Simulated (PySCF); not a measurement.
Record of a relaxation.

Species: C₃H₉OP.
Bonds: C1–P2, P2–C3, P2–C4, P2–O5 (double). Hydrogens: H6, H7, H8 on C1; H9, H10, H11 on C3; H12, H13, H14 on C4.

Computed by this run: PySCF 2.14.0, PBE0-D3(BJ)/def2-SVP geometry optimisation, gas phase; density fitting, grid level 1; the optimiser is geomeTRIC in internal coordinates, started from a GFN2-xTB structure. The frame can shift and turn from step to step; on so coarse a grid that alone can change the energy by a few meV, and forces under 0.02 eV/Å are noise.

Step 0: E = -14578.3986 eV, largest atomic force 1.937 eV/Å
```
atom  x, y, z in Å  |  force x, y, z in eV/Å
C1      1.634    0.101   -0.409   -0.663  -0.124   0.399
P2      0.103   -0.199    0.554   -0.333   0.641  -1.798
C3     -0.887   -1.357   -0.467    0.419   0.502   0.418
C4     -0.815    1.388    0.505    0.390  -0.671   0.001
O5      0.355   -0.688    1.915    0.332  -0.624   1.750
H6      1.425    0.459   -1.412   -0.069   0.173  -0.489
H7      2.231    0.833    0.131    0.235   0.275   0.187
H8      2.189   -0.833   -0.454    0.219  -0.340  -0.030
H9     -1.836   -1.525    0.039   -0.360  -0.069   0.175
H10    -1.062   -0.975   -1.467   -0.102   0.156  -0.490
H11    -0.351   -2.302   -0.518    0.188  -0.358  -0.031
H12    -0.987    1.730   -0.510   -0.101   0.193  -0.474
H13    -0.236    2.127    1.055    0.203   0.287   0.198
H14    -1.765    1.243    1.016   -0.358  -0.039   0.183
```

Step 1: E = -14578.4575 eV, largest atomic force 0.136 eV/Å
```
atom  x, y, z in Å  |  force x, y, z in eV/Å
C1      1.660    0.087   -0.522    0.115   0.031  -0.022
P2      0.160   -0.169    0.469    0.009  -0.041   0.100
C3     -0.865   -1.283   -0.534   -0.040  -0.100  -0.047
C4     -0.708    1.426    0.404   -0.075   0.086   0.030
O5      0.424   -0.665    1.859   -0.017   0.047  -0.126
H6      1.440    0.444   -1.540   -0.003  -0.019   0.050
H7      2.295    0.823   -0.005   -0.018  -0.033  -0.028
H8      2.215   -0.862   -0.577   -0.029   0.029   0.004
H9     -1.828   -1.439   -0.022    0.037   0.016  -0.012
H10    -1.047   -0.892   -1.548    0.012  -0.009   0.051
H11    -0.355   -2.257   -0.603   -0.029   0.036   0.000
H12    -0.878    1.773   -0.628    0.013  -0.025   0.045
H13    -0.116    2.176    0.951   -0.013  -0.033  -0.021
H14    -1.676    1.316    0.917    0.040   0.014  -0.021
```

Step 2: E = -14578.4585 eV, largest atomic force 0.040 eV/Å
```
atom  x, y, z in Å  |  force x, y, z in eV/Å
C1      1.663    0.088   -0.523    0.017   0.016  -0.001
P2      0.159   -0.168    0.466    0.006  -0.014   0.037
C3     -0.867   -1.287   -0.535    0.004  -0.019  -0.012
C4     -0.711    1.429    0.406   -0.021   0.007   0.003
O5      0.425   -0.663    1.854   -0.003   0.011  -0.030
H6      1.443    0.445   -1.540   -0.003  -0.001  -0.003
H7      2.300    0.823   -0.007   -0.005  -0.003   0.000
H8      2.215   -0.861   -0.577   -0.011  -0.005   0.001
H9     -1.827   -1.440   -0.021    0.002   0.010   0.006
H10    -1.049   -0.897   -1.547   -0.001   0.003   0.000
H11    -0.358   -2.260   -0.604    0.000   0.004   0.003
H12    -0.881    1.775   -0.624    0.001  -0.001  -0.002
H13    -0.116    2.176    0.951    0.009  -0.007  -0.003
H14    -1.677    1.320    0.920    0.004  -0.002   0.000
```

Step 3: E = -14578.4586 eV, largest atomic force under 0.02 eV/Å
```
atom  x, y, z in Å  |  force x, y, z in eV/Å
C1      1.664    0.089   -0.524   -0.001   0.007   0.001
P2      0.160   -0.168    0.466    0.001  -0.001   0.003
C3     -0.866   -1.288   -0.535    0.006  -0.002  -0.003
C4     -0.711    1.428    0.406   -0.006  -0.004  -0.001
O5      0.426   -0.663    1.853    0.001   0.000  -0.001
H6      1.442    0.445   -1.541   -0.001   0.000  -0.003
H7      2.300    0.823   -0.008    0.001   0.000   0.002
H8      2.213   -0.861   -0.578   -0.002  -0.004  -0.001
H9     -1.826   -1.439   -0.019   -0.003   0.003   0.003
H10    -1.050   -0.897   -1.547   -0.002   0.002  -0.002
H11    -0.359   -2.261   -0.603    0.000  -0.002   0.002
H12    -0.883    1.775   -0.624    0.000   0.001  -0.002
H13    -0.115    2.174    0.951    0.004   0.001   0.000
H14    -1.677    1.320    0.922   -0.001  -0.001   0.003
```

**Question.** Summarise the path.

**Answer.** The energy falls by 0.0600 eV from step 0 to step 3; nine tenths of that is first reached at step 1. It falls at every step. The largest force goes from 1.937 to under 0.02 eV/Å. Among the bonds P2=O5 changes most, from 1.468 to 1.497 Å; the atoms move by 0.020 Å rms after alignment.

The cost below is that of the whole optimisation. On one thread of an Intel Xeon Platinum 8488C, shared host with 96 logical CPUs at a one-minute load of 22, this took 17 s of wall time and 0.49 GiB of memory at its peak.
